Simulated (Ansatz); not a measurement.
# Si2C+ (doublet): from Hartree-Fock to the top rungs, def2-TZVPP

An exercise on one series of results from a longer session: the logs are not shown, and one member is left open.

The runs use Ansatz 0.2.0, Gaussian basis; def2-TZVPP, core rule «outside noble gas», up to 11 orbitals frozen.

To be run: UHF; ROHF; CCSD(T) on UHF.

2 further runs of the same task are left out: 2 set aside as unsound or not needed.

**The system**

The geometry is a PBE0/def2-TZVP stationary point (not a proven minimum) of the parent state, kept for this charge and spin.

3 atoms, charge 1, spin multiplicity 2.

Atoms are counted from 1 here; the program's logs count them from 0.

Bond lengths: C1–Si2 1.825 Å, C1–Si3 1.757 Å, Si2–Si3 2.287 Å. Angles: Si2–C1–Si3 79.3°, C1–Si2–Si3 49.0°, C1–Si3–Si2 51.6°.

Geometry (Å):

```xyz
3
charge 1, multiplicity 2
C     0.0000   -1.1343   -0.0586
Si    0.0000    0.2274    1.1558
Si    0.0000    0.2577   -1.1308
```

The first run:

The input, in.yaml:

```yaml
crystal:
  periodic: [false, false, false]
  atoms:
    - {symbol: C, position_ang: [0.000000, -1.134324, -0.058627]}
    - {symbol: Si, position_ang: [0.000000, 0.227422, 1.155842]}
    - {symbol: Si, position_ang: [0.000000, 0.257669, -1.130771]}
basis:
  gaussian: {orbitals: def2-TZVPP}
total_charge: 1
magnetization: {spin_polarized: true, initial_magnetization: 1}
hamiltonian: {xc: hf}
output: {orbitals: {seedname: orbitals}}
```

Launch:

```console
> ansatz run in.yaml --threads 1 --pin off --events-out ev --progress --plain --max-ram 2816MiB --backend cpu
```

Steps of the session up to this table: UHF; ROHF; CCSD(T) on UHF.

One of the session's tables, all rows but one given; the rest of the session is left out.

| method | from UCCSD(T) (kJ/mol) |
| --- | --- |
| ROHF | +986.3 |
| UHF | ? |
| UMP2 | +202.4 |
| UCCSD | +66.6 |
| UCCSD(T) | 0 |

**Question.** Estimate the row for UHF.

**Answer.** from UCCSD(T) (kJ/mol): +892.7. In the column «from UCCSD(T) (kJ/mol)» it lies between UMP2 (+202.4) and ROHF (+986.3).

Limits of these values: The determinant is far from a pure spin state, so its energy mixes those of several spin states (harmless only where they are near-degenerate, as at dissociation).
